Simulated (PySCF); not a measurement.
## Telling isomers of C₆H₆N₂ apart by NMR

How the numbers were obtained: spin–spin couplings from B3LYP/pcJ-1 (spin–dipole term left out of most H,H and C,H couplings), geometry: PBE0-D3(BJ)/def2-SVP, σ from GIAO-PBE0/pcSseg-1, in PySCF 2.14.0 with density-fitted response routines (gas phase, non-relativistic Hamiltonian, averaged over atoms made equivalent by symmetry, fast rotation or ring inversion, a single conformation).

δ = σ(ref) − σ, references computed at the same level: ¹H and ¹³C vs TMS. Multiplet labels drop J under 1 Hz and among equivalent protons, and merge close values. Unscaled 3J(H,H) run several per cent high. Shifts are as computed. Against solution values, carbons near 30 ppm lie about +2 ppm off and those near 130 ppm about +5 ppm (rms about the fit 1.9 ppm; single classes can miss by 10 ppm). Of 1328 compounds with measured shifts, 309 miss one by over three times the rms of a fit or turn the order of signals round; such compounds aren't used in these exercises. Signals without a measured value on file couldn't be tested in this way; 1H shifts scatter by 0.2 ppm about their fit, and single ones miss by 0.5 ppm. OH and NH positions are gas-phase values without hydrogen bonding to other molecules.

(1) Tabulate the signals of `c1cc2[nH]ccc2[nH]1`, `N#CC/C=C/CC#N` and their relative energies.

(2) What is the quickest way to tell c1cc2[nH]ccc2[nH]1 from N#CC/C=C/CC#N?

Answers

(1) 
```json
{"SMILES": "c1cc2[nH]ccc2[nH]1", "carbon types": "2×C 4×CH", "δC": "130.0, 121.7, 94.2", "δH": "6.85 (br s, 2H), 6.64 (d, 2H), 6.08 (d, 2H)", "E rel. (kcal/mol)": "0.0"}
{"SMILES": "N#CC/C=C/CC#N", "carbon types": "2×C 2×CH 2×CH2", "δC": "134.7, 120.7, 23.1", "δH": "5.71 (m, 2H), 2.85 (m, 4H)", "E rel. (kcal/mol)": "27.2"}
```

Energies are electronic energies at PBE0/pcSseg-1 on these geometries, without zero-point or thermal terms, each for the one conformer computed, which needn't be the lowest.

(2) Both give the same number of carbon signals, but DEPT or the intensities differ. The first has an aromatic CH at 94.2 ppm, the second an allylic sp3 CH2 at 23.1 ppm. Their most deshielded carbons lie at 130.0 and 134.7 ppm. In the proton spectra the most deshielded non-exchanging signals are 6.64 (d, J = 3.7 Hz, 2H) and 5.71 (m, 2H).
